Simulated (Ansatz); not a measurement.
# SiNH (triplet): the correlation ladder, def2-QZVPP

One table from this session's results is given with a row withheld; the runs are named, their logs left out.

Computed with Ansatz 0.2.0, Gaussian basis. Level: def2-QZVPP, core rule «outside noble gas», up to 6 orbitals frozen.

To be run: UHF; ROHF; CCSD(T) on UHF.

2 further runs of the same task are left out: 2 set aside as unsound or not needed. Runs told in other sessions of the task aren't counted.

## What is computed

The geometry is a PBE0/def2-TZVP stationary point (not a proven minimum) of the parent state, kept for this charge and spin.

3 atoms, charge 0, spin multiplicity 3.

Atoms are counted from 1 here; the program's logs count them from 0.

Bond lengths: Si1–N2 1.557 Å, Si1–H3 1.487 Å. Angles: N2–Si1–H3 180.0°.

Geometry (Å):

```xyz
3
charge 0, multiplicity 3
Si    0.0000    0.0000    0.0233
N     0.0000    0.0000   -1.5337
H     0.0000    0.0000    1.5104
```

Set-up of the first run:

Contents of in.yaml:

```yaml
crystal:
  periodic: [false, false, false]
  atoms:
    - {symbol: Si, position_ang: [0.000000, 0.000000, 0.023261]}
    - {symbol: N, position_ang: [0.000000, 0.000000, -1.533674]}
    - {symbol: H, position_ang: [0.000000, 0.000000, 1.510413]}
basis:
  gaussian: {orbitals: "def2-QZVPP.json"}
magnetization: {spin_polarized: true, initial_magnetization: 2}
hamiltonian: {xc: hf}
output: {orbitals: {seedname: orbitals}}
```

On the command line:

```bash
$ ansatz run in.yaml --threads 1 --pin off --events-out ev --progress --plain --max-ram 2393MiB
```

Steps of the session up to this table: UHF; ROHF; CCSD(T) on UHF.

One of the session's tables, all rows but one given; the rest of the session is left out.

```
  method  from UCCSD(T) (meV)
    ROHF              +8795.1
     UHF              +8622.4
    UMP2              +1062.3
   UCCSD                    ?
UCCSD(T)                    0
```

**Question.** Estimate the row for UCCSD.

**Answer.** from UCCSD(T) (meV): +461.0. In the column «from UCCSD(T) (meV)» it lies between UCCSD(T) (0) and UMP2 (+1062.3).
